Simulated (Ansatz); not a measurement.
Results of HSE06 (Ansatz, a program for electronic structure, plane waves, PAW) for bcc Li.

A relaxed, unreconstructed slab of the (111) face has 12 atoms, two equal faces of 20.949 Å² each and an energy of -2455.4307 eV. A bulk cell of 3 atoms with the same orientation and in-plane k mesh has -614.2103 eV. Energies are extrapolated to zero smearing.

Settings: plane-wave cutoff 500 eV, 6×6×1 k mesh (along the axes of the cell as run), Fermi–Dirac smearing 0.1 eV, scalar-relativistic PAW data made under PBE.

Worked out: γ = (E_slab − N E_bulk per atom)/2A = [-2455.4307 − 12 × (-614.2103/3)]/(2 × 20.949) = 0.0337 eV/Å². With 16.022 J/m² per eV/Å² this is 0.54 J/m², or 0.71 eV per surface cell and face.

Note: exact exchange on metals is sensitive to the k mesh and can open a false gap; the run warned that its exchange threshold was loose for the stress.
